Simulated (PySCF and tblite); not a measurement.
Results of a calculation; reference values are marked as such.
System: C₅H₈F (charge +1), numbered as in [CH2:1]=[C:2]([F:3])[C+:4]([CH3:5])[CH3:6].

Geometries: PBE0-D3(BJ)/def2-SVP; energies: PBE0/pcSseg-1 + D3(BJ); zero-point and thermal terms from GFN2-xTB harmonic modes (soft modes blended into free rotors). Rate constants are transition-state-theory values, counting equivalent paths, without tunnelling. Run with tblite and PySCF.

The ion is treated without a counter-ion.

(1) What barrier does the rotation about the C2–C4 bond (torsion C1–C2–C4–C5 from 180° to 360°, rising) meet, and how fast is it at 298 K?

Results:

(1) The electronic barrier is 20.4 kcal/mol and ΔG‡(298 K) 19.6 kcal/mol, over a Cs saddle with an imaginary mode of 154i cm⁻¹ (GFN2-xTB). With 2 equivalent paths, k is 0.055 s⁻¹, a mean lifetime of the start of 18 s against this motion.
